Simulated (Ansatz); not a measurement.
Born–Oppenheimer molecular dynamics of H$_{4}$Si (5 atoms, charge 0, multiplicity 1). It starts at the highest image of a converged band, a first-order saddle point between two minima.

All numbers below come from RKS LDA/def2-TZVP in Ansatz.

```yaml
ensemble: NVE (velocity Verlet)
time_step: 0.5 fs
steps_asked: 200
starting_velocities_drawn_for: 100 K
seed: 10350
```

First frame:

```xyz
5
Properties=species:S:1:pos:R:3
Si 0.256 0.000 -0.521
H 0.511 0.000 1.098
H 1.477 0.000 0.406
H -0.519 1.202 -0.064
H -0.519 -1.202 -0.064
```

(1) How far do the bonds stretch over the last three quarters of this one trajectory? (Pairs bonded in most of those frames.)

Answers

(1) 
| bond | mean (Å) | spread (Å) | shortest | longest |
| --- | --- | --- | --- | --- |
| Si1–H2 | 1.731 | 0.038 | 1.66 | 1.83 |
| Si1–H3 | 1.660 | 0.059 | 1.57 | 1.75 |
| Si1–H4 | 1.526 | 0.019 | 1.49 | 1.56 |
| Si1–H5 | 1.523 | 0.026 | 1.48 | 1.57 |

Pairs bonded in part of these frames only: Si1–H2 83 %, H2–H3 32 %.

Mean temperature of the second half: 150 K. The conserved energy stayed within 0.045 meV per atom of its start (net change 0.0092 meV per atom), so the integration is sound. The kinetic energy rose, since the run started high on the potential surface and went downhill. A run of 0.1 ps of so small a system gives no equilibrium averages. The orbitals stay closed-shell, which can raise the energy where a bond breaks towards radicals; this wasn't checked here.

Run time: 47 s on 1 thread of Intel(R) Xeon(R) 6975P-C (Granite Rapids) (shared host), peak memory 0.1 GiB.
